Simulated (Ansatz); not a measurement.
tetrafluoroethylene anion (C₂F₄), SMILES FC(F)=C(F)F (connectivity only; charge and spin as stated), charge -1, multiplicity 2.

Coordinates come from a ωB97X-D3(BJ)/def2-SVPD optimisation. The spin state was assumed, not searched.

Two levels are set side by side: PBE/def2-SVPD (Ansatz, an electronic-structure program) and PBE0/def2-SVPD (Ansatz). Energy differences of separate SCF runs at the same geometry; the states with an electron removed or added have multiplicity 1. Differences are taken from unrounded values.

```json
[
 {"quantity": "vertical ionisation energy (eV)", "PBE0": "2.04", "PBE": "1.66", "PBE minus PBE0": "-0.39"}
]
```
